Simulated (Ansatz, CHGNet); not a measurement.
Elastic constant C12 (GPa) of 21 elemental metals, computed with the machine-learned potential CHGNet 0.3.0 (trained on PBE and PBE+U data) and with r²SCAN (plane waves, PAW; Ansatz, a program for electronic structure). The set holds measured phases with no doubt noted on the run or the magnetic state but for the caveats below. 5 more of the class have both values but aren't in it, for one of these reasons: built or high-temperature cells, doubts on the run or the magnetic state, unlike cells, values of zero, layered or molecular crystals. Solids without a value at one level (not run, failed, or a magnetic order lost), or held back for tests, aren't counted.

All rows, in order of the shift (worked out from unrounded values):

```
solid   CHGNet 0.3.0  r²SCAN  shift (%)
------  ------------  ------  ---------
bcc Rb          11.3    2.44        -78
bcc Ba          20.9    6.39        -69
bcc K           5.67    3.21        -43
hcp Zn          75.2    45.0        -40
hcp Os           354     237        -33
hcp Y           39.2    29.1        -26
fcc Ir           309     249      -19.5
fcc Cu           176     143      -19.0
hcp Zr          76.9    65.1      -15.3
hcp Mg          30.6    26.0      -15.0
fcc Rh           200     199       -0.2
fcc Pt           230     242       +5.5
fcc Sr          9.61    10.2       +5.7
fcc Ca          13.9    15.5      +11.1
bcc Li          10.4    12.2      +17.1
fcc Pd           139     170        +23
fcc Al          47.3    73.3        +55
fcc Au          91.4     144        +58
fcc Ag          57.3    92.7        +62
fcc Pb          24.7    40.9        +66
hcp Tl          16.2    30.0        +85
```

The shift from CHGNet 0.3.0 to r²SCAN has a median of -0.2 %, and eight in ten lie between -43 % and +62 %; r²SCAN is the larger in 10 of 21. Each level is at its own cell, so the shift holds the change of volume too.

Ansatz's runs of these crystals have no spin polarisation. Meta-GGA and hybrid levels favour moments, which can bear on fcc Pd, fcc Pt, hcp Y, fcc Rh.

Spin–orbit coupling is left out, also for the solids with elements from indium on (fcc Pt, hcp Os, bcc Ba, hcp Tl, fcc Ir, fcc Pb, fcc Au); its size isn't shown.

Each level is taken at its own relaxed cell. Ansatz's density-functional and Hartree–Fock values are scalar-relativistic unless marked +SOC, with PAW data made under PBE.
